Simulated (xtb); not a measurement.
SiCl4, SMILES Cl[Si](Cl)(Cl)Cl. All values are semi-empirical tight-binding results from xtb (GFN2-xTB unless named), good for trends rather than for accurate numbers. Geometry: GFN2-xTB. The isomer is the one that the SMILES or the coordinates give; other isomers of the formula were not compared.

Optimised geometry:

Bonded distances (Å): Cl1–Si2 2.014, Si2–Cl3 2.014, Si2–Cl4 2.014, Si2–Cl5 2.014. Angles (°): Cl1–Si2–Cl3 109.5, Cl1–Si2–Cl4 109.5, Cl1–Si2–Cl5 109.5, Cl3–Si2–Cl4 109.5, Cl3–Si2–Cl5 109.5, Cl4–Si2–Cl5 109.5.
Charge 0, spin multiplicity 1.

- point group as xtb finds it: Td
- orbital gap: 7.14 eV
- dipole moment: 0.00 D
- zero-point energy: 3.8 kcal/mol
- G − E(el) at 298.15 K (modified RRHO): -15.7 kcal/mol
- static polarisability (D4 model): 86.4 bohr³
- solvation energy, GFN2-xTB/ALPB(water): -0.2 kcal/mol
- solvation energy, GFN2-xTB/ALPB(octanol): -3.8 kcal/mol

Computed atomic charges and the Wiberg bond orders between heavy atoms:
charges (e) Cl1 -0.14, Si2 0.56, Cl3 -0.14, Cl4 -0.14, Cl5 -0.14. Bond orders Cl1–Si2 1.13, Si2–Cl3 1.13, Si2–Cl4 1.13, Si2–Cl5 1.13.
